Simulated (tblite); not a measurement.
C3H5P.
Numbering: `[CH2:1]=[CH:2][P:3]=[CH2:4]` (hydrogens: H5, H6 on C1; H7 on C2; H8, H9 on C4)

Computed with GFN2-xTB (tblite), gas phase: L-BFGS steps from a force-field or distance-geometry start until the largest atomic force falls under 0.01 eV/Å.

Step 1: E = -309.8464 eV
```
atom  x, y, z in Å  |  force x, y, z in eV/Å
C1     -1.8991    0.4444    0.4262    0.721  -0.210  -0.480
C2     -0.8120    0.1175   -0.2914    0.246  -0.009   0.342
P3      0.8254   -0.0366    0.5740    0.314   0.137   0.989
C4      2.1875   -0.4446   -0.3326   -0.649   0.059  -0.096
H5     -2.8666    0.5358   -0.0476    0.083  -0.005   0.039
H6     -1.8716    0.6333    1.4918    0.148  -0.069  -0.209
H7     -0.8765   -0.0646   -1.3513   -0.053  -0.024  -0.220
H8      2.1654   -0.6371   -1.3964    0.153  -0.004   0.030
H9      3.1611   -0.5421    0.1838   -0.963   0.123  -0.395
```

Step 2: E = -309.9636 eV
```
atom  x, y, z in Å  |  force x, y, z in eV/Å
C1     -1.8795    0.4378    0.4063    0.520  -0.071   0.137
C2     -0.7830    0.1116   -0.2869    0.230  -0.036   0.103
P3      0.8537   -0.0298    0.6354   -0.682   0.161   0.130
C4      2.1444   -0.4407   -0.3403   -0.226   0.041   0.109
H5     -2.8576    0.5352   -0.0424    0.131  -0.041  -0.124
H6     -1.8630    0.6292    1.4792    0.171  -0.098  -0.354
H7     -0.8817   -0.0654   -1.3635    0.318   0.008   0.359
H8      2.1765   -0.6371   -1.3914   -0.214  -0.005  -0.299
H9      3.1038   -0.5348    0.1602   -0.247   0.042  -0.061
```

**Question.** Estimate the geometry and energy of step 3. (The exact step hangs on the optimiser's Hessian estimate; all steps are aligned on step 2, rigid shifts and turns removed.)

**Answer.** E = -309.9868 eV, largest force 0.592 eV/Å
```
atom  x, y, z in Å  |  force x, y, z in eV/Å
C1     -1.8693    0.4359    0.4052    0.325  -0.083  -0.110
C2     -0.7712    0.1090   -0.2861    0.082   0.018   0.219
P3      0.8499   -0.0258    0.6514   -0.569   0.088  -0.138
C4      2.1306   -0.4391   -0.3404   -0.307   0.053   0.054
H5     -2.8530    0.5344   -0.0430    0.271  -0.061  -0.095
H6     -1.8583    0.6267    1.4705    0.191  -0.057  -0.114
H7     -0.8779   -0.0654   -1.3602    0.383  -0.016   0.307
H8      2.1758   -0.6372   -1.3948   -0.313   0.035  -0.162
H9      3.0870   -0.5324    0.1540   -0.062   0.024   0.039
```

The energy changes by -0.0232 eV. The first-order estimate −F·Δx gives -0.0297 eV and the mean of the old and new forces, exact on a quadratic surface, -0.0232 eV. The step makes an angle of 47° with the force vector and moves no atom by more than 0.018 Å.

What follows is the cost of the whole relaxation. Time: 0.1 s wall. Hardware: Arm Neoverse V1, one thread, on a shared host.
